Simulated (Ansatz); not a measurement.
## Elastic constant C12 of 1T (CdI2-type) TiSe2 (undistorted form, which takes a superstructure on cooling) at several levels of theory

No measured value is used here.

```
level (code)         value (GPa)  cell (Å³/atom)
-------------------  -----------  --------------
LDA (Ansatz)                29.2           19.81
PBE (Ansatz)                18.9           24.33
PBEsol (Ansatz)       (withheld)           20.74
PBE-D3(BJ) (Ansatz)         24.7           20.54
PBE-D4 (Ansatz)             24.1           21.08
```

Q: Some entries are withheld; supply them.

A: 
- PBEsol (Ansatz, a first-principles code), value (GPa): 25.1

LDA: LDA has no dispersion term either, though it tends to give short spacings of layers, chains or molecules. PBE, PBEsol: the cell comes from a level without a dispersion term, which matters for the spacing of layers, chains or molecules. PBE-D3(BJ), PBE-D4: the dispersion coefficients are held fixed in the derivatives. Each level is taken at its own relaxed cell. Ansatz's density-functional and Hartree–Fock values are scalar-relativistic unless marked +SOC, with PAW data made under PBE.
